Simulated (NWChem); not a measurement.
System: C$_{2}$H$_{3}$O, doublet; SMILES C[C]=O

NWChem input:

```
start job
memory heap 200 mb stack 900 mb global 1100 mb
geometry units angstroms noautoz
  C      0.102473     1.165886     0.000000
  C     -0.429450    -0.242817     0.000000
  O      0.173369    -1.272904     0.000000
  H     -0.296256     1.696967     0.887856
  H     -0.296256     1.696967    -0.887856
  H      1.214083     1.192052     0.000000
end
basis spherical
  * library def2-svp
end
dft
  odft
  mult 2
  xc mn15-l
  iterations 150
  mulliken
end
task dft energy
```

In the optimisation the excess spin sits in a' (Cs, its own frame). Coordinates come from a PBE-D3(BJ)/def2-SVP, spin-unrestricted optimisation. No stability test was run on the SCF state.

Problem. What results follow from this input? (MN15-L/def2-SVP, spin-unrestricted.) Quantities: energy (Ha); highest occupied level (eV); lowest empty minus highest occupied level, either spin (eV); dipole (D); <S²>.

Solution. The energy (Ha) is -152.89 and the highest occupied level (eV) is -4.47. The lowest empty minus highest occupied level, either spin (eV) comes out as 2.19 and the dipole (D) comes out as 2.56. The <S²> is 0.753.
